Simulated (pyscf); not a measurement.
**Four-centre exchange: H₂Si=S + HCl -> S=SiH–Cl + H₂**

Gas phase, singlet surface, charge 0. Bonds broken: Si2–H3, Cl5–H6. Bonds formed: Si2–Cl5, H3–H6. PySCF, gas phase, ωB97X-D3(BJ)/def2-SVP geometries.

Transition state (Å):

```xyz
6

S      1.6854     1.9268     0.2048
Si     0.2046     0.7334    -0.1473
H     -0.4959    -0.0381     1.0915
H     -0.9536     0.8416    -1.0595
Cl     0.6589    -1.5330    -0.5811
H     -0.1087    -0.9353     0.5897
```

One imaginary mode, 1151i cm⁻¹; descent along it reached the two sides named, in the forms told below.

```
bond     change  reactant side (Å)  saddle  product side
-------  ------  -----------------  ------  ------------
Si2–H3   breaks              1.488   1.619           2.9
Cl5–H6   breaks              1.291   1.522           3.1
Si2–Cl5   forms                2.9   2.352         2.042
H3–H6     forms                3.6   1.099         0.761
```

Electronic energies relative to the separated reactants (kJ/mol):

```csv
level,barrier,reaction energy,reverse barrier
ωB97X-D3(BJ)/def2-TZVP,55.9,-98.2,154.0
PBE/def2-TZVP,29.2,-91.0,120.2
r²SCAN/def2-TZVP,32.5,-97.3,129.8
B3LYP-D3(BJ)/def2-TZVP,55.7,-90.7,146.5
PBE0-D3(BJ)/def2-TZVP,37.5,-90.5,128.0
M06-2X/def2-TZVP,57.6,-95.9,153.4
ωB97M-D3(BJ)/def2-TZVP,60.6,-88.1,148.7
HF/def2-TZVP,135.0,-70.6,205.6
```

With ωB97M-D3(BJ)/def2-TZVP energies and thermal terms (ideal gas, 1 atm, RRHO with modes under 100 cm⁻¹ raised to 100, one conformer, R ln 2 for chiral ones without a mode under 150 cm⁻¹), in kJ/mol:

| T (K) | ΔH‡ | ΔG‡ | ΔH | ΔG |
|---|---|---|---|---|
| 298 | 58.9 | 98.2 | -92.4 | -87.5 |
| 600 | 57.6 | 138.7 | -89.5 | -83.8 |
| 900 | 58.6 | 179.2 | -87.6 | -81.4 |
| 1200 | 60.3 | 219.1 | -86.6 | -79.5 |

On the reactant side the descent ends in a complex, 28.8 kJ/mol under the separated species and 84.7 kJ/mol under the saddle at ωB97X-D3(BJ)/def2-TZVP. The same reactants have a lower exit, to HS–SiH₂–Cl (barrier -9.2 kJ/mol at ωB97M-D3(BJ)/def2-TZVP, against +60.6 kJ/mol here). This is the saddle that the search found; another between the same sides may lie lower.
